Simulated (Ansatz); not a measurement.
These are PBE0-D3(BJ)/def2-SVP (Ansatz, a program for electronic structure) values and carry that method's errors. No frequencies were computed at this level.

Ansatz 0.2 input:
```yaml
crystal:
  periodic: [false, false, false]
  atoms:
    - { symbol: C, position_ang: [0.008374, 1.156152, 0.270208] }
    - { symbol: C, position_ang: [1.193372, 0.443487, 0.178594] }
    - { symbol: C, position_ang: [1.125009, -0.904845, -0.140219] }
    - { symbol: N, position_ang: [-0.011176, -1.543112, -0.360645] }
    - { symbol: C, position_ang: [-1.137775, -0.857724, -0.271717] }
    - { symbol: C, position_ang: [-1.186589, 0.493049, 0.040286] }
    - { symbol: H, position_ang: [0.015996, 2.208624, 0.516185] }
    - { symbol: H, position_ang: [2.145934, 0.920999, 0.349961] }
    - { symbol: H, position_ang: [2.021563, -1.505675, -0.22391] }
    - { symbol: H, position_ang: [-2.042759, -1.421038, -0.460101] }
    - { symbol: H, position_ang: [-2.131947, 1.010084, 0.101358] }
basis:
  gaussian: { orbitals: def2-svp }
hamiltonian:
  xc: pbe0
  dispersion: d3bj
relax:
  max_steps: 150
```

Output:

```
Functional definition: PBE0
1276 factors; integrals over basis functions are off by at most 4.8e-4 eV
mean field evaluation 1: about -6738.1979 eV, gradient 4.3e1 eV
mean field evaluation 2: about -6738.5552 eV, gradient 4.4e1 eV
mean field evaluation 4: about -6743.1648 eV, gradient 3.1e0 eV
mean field evaluation 8: about -6743.2438 eV, gradient 3.5e-1 eV
mean field evaluation 16: about -6743.2442 eV, gradient 1.4e-5 eV
mean field -6743.24415956 eV, -247.8096521289 hartree, gradient 1.4e-5 eV, S^2 0.000000; 0 other end points of the search recorded, 0 dependent functions left out
reference -6743.24418333 eV, -247.8096530024 hartree; 21, 21 occupied and 88, 88 virtual orbitals, 1276 factors
relax step   1: F+E_penalty+E_count = -6743.47463657 eV  Δ(F+E_penalty+E_count) = +0.000e0 eV  max|allowed force component| = 4.996e-1 eV/Å  Δτ_max = 0.0000 Å  (30 SCF iters, accepted)
these checks for a lower state are left out or cut short: starts, cluster_reference, orbital_swaps, neighbouring_geometries, increment
1276 factors; integrals over basis functions are off by at most 4.9e-4 eV
mean field -6743.27168381 eV, -247.8106636264 hartree, gradient 2.7e-5 eV, S^2 0.000000; 0 other end points of the search recorded, 0 dependent functions left out
reference -6743.27170775 eV, -247.8106645062 hartree; 21, 21 occupied and 88, 88 virtual orbitals, 1276 factors
relax step   2: F+E_penalty+E_count = -6743.50163870 eV  Δ(F+E_penalty+E_count) = -2.700e-2 eV  max|allowed force component| = 1.415e-1 eV/Å  Δτ_max = 0.0198 Å  (32 SCF iters, accepted)
these checks for a lower state are left out or cut short: starts, cluster_reference, orbital_swaps, neighbouring_geometries, increment
1276 factors; integrals over basis functions are off by at most 4.9e-4 eV
mean field evaluation 32: about -6743.2740 eV, gradient 2.4e-5 eV
mean field -6743.27398573 eV, -247.8107482203 hartree, gradient 2.4e-5 eV, S^2 0.000000; 0 other end points of the search recorded, 0 dependent functions left out
reference -6743.27400972 eV, -247.8107491019 hartree; 21, 21 occupied and 88, 88 virtual orbitals, 1276 factors
relax step   3: F+E_penalty+E_count = -6743.50376180 eV  Δ(F+E_penalty+E_count) = -2.123e-3 eV  max|allowed force component| = 2.627e-2 eV/Å  Δτ_max = 0.0076 Å  (25 SCF iters, accepted)
these checks for a lower state are left out or cut short: starts, cluster_reference, orbital_swaps, neighbouring_geometries, increment
1276 factors; integrals over basis functions are off by at most 4.9e-4 eV
mean field -6743.27407416 eV, -247.8107514701 hartree, gradient 6.0e-5 eV, S^2 0.000000; 0 other end points of the search recorded, 0 dependent functions left out
reference -6743.27409815 eV, -247.8107523516 hartree; 21, 21 occupied and 88, 88 virtual orbitals, 1276 factors
relax step   4: F+E_penalty+E_count = -6743.50384653 eV  Δ(F+E_penalty+E_count) = -8.472e-5 eV  max|allowed force component| = 8.873e-3 eV/Å  Δτ_max = 0.0018 Å  (22 SCF iters, accepted)
1276 factors; integrals over basis functions are off by at most 4.9e-4 eV
mean field -6743.27407416 eV, -247.8107514701 hartree, gradient 6.0e-5 eV, S^2 0.000000; 1 other end points of the search recorded, 0 dependent functions left out
reference -6743.27409815 eV, -247.8107523516 hartree; 21, 21 occupied and 88, 88 virtual orbitals, 1276 factors
Total energy: -6743.50387051 eV, -247.8191963303 hartree
Atom 0 at     0.008412     1.161442     0.271444 Å, force     0.000040     0.005566     0.001301 eV/Å
Atom 1 at     1.198330     0.443799     0.178979 Å, force    -0.000347     0.002304     0.000516 eV/Å
Atom 2 at     1.130557    -0.912481    -0.141651 Å, force    -0.008873    -0.003001    -0.001259 eV/Å
Atom 3 at    -0.011286    -1.558368    -0.364211 Å, force    -0.000013    -0.001726    -0.000403 eV/Å
Atom 4 at    -1.143432    -0.865127    -0.273800 Å, force     0.008827    -0.003370    -0.000230 eV/Å
Atom 5 at    -1.191541     0.493567     0.040095 Å, force     0.000381     0.002289     0.000558 eV/Å
Atom 6 at     0.016121     2.225867     0.520215 Å, force    -0.000032    -0.004395    -0.001027 eV/Å
Atom 7 at     2.164284     0.923642     0.351733 Å, force    -0.002260    -0.005823    -0.001500 eV/Å
Atom 8 at     2.049256    -1.505810    -0.222198 Å, force    -0.000650     0.007049     0.001603 eV/Å
Atom 9 at    -2.070445    -1.420020    -0.461607 Å, force     0.000752     0.007020     0.001685 eV/Å
Atom 10 at    -2.150253     1.013490     0.101000 Å, force     0.002175    -0.005915    -0.001243 eV/Å
Dipole moment:     0.003180     0.439033     0.102608 e Å
```

Cost: roughly 26 core-seconds.
